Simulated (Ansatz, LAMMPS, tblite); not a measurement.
## Wurtzite ZnO, elastic constant C13

Reference value: 106 GPa (measured, temperature not stated, not corrected to a static lattice; as tabulated in Oses et al. (2018), arXiv:1811.08464).

### Question
Put these levels in order of the elastic constant C13 that they give for wurtzite ZnO, smallest first: GFN1-xTB (tblite), LDA (Ansatz, a quantum-chemistry and plane-wave program), ionic model lewis1985a (rigid ions, LAMMPS), ionic model lewis1985b (shell model, LAMMPS).

### Answer
GFN1-xTB (41.6 GPa), ionic model lewis1985b (85.7 GPa), ionic model lewis1985a (102 GPa), LDA (124 GPa)

Unless a cell is named, each level is at its own relaxed cell (ionic model lewis1985a 11.73, ionic model lewis1985b 11.47, GFN1-xTB 15.51, LDA 11.33 Å³/atom).

Differences against the reference: ionic model lewis1985a -3.8 %, ionic model lewis1985b -19.2 %, GFN1-xTB -61 %, LDA +17.0 %.

The reference has no zero-point or thermal correction, while the calculations are for a static lattice, so the differences are not the levels' errors alone.  GFN1-xTB: the relaxed volume lies over a fifth from the starting cell. GFN1-xTB: the method was fitted mainly to molecules. GFN1-xTB: the run uses a supercell at the zone centre in place of a k mesh. Each level is taken at its own relaxed cell. Ansatz's density-functional and Hartree–Fock values are scalar-relativistic unless marked +SOC, with PAW data made under PBE.

Empirical potentials (ionic model lewis1985a, ionic model lewis1985b) are fitted to chosen data, which need not cover the solid at hand: agreement can be built in, and what lay outside the fit can be far off.

Differences are worked out from the printed values.
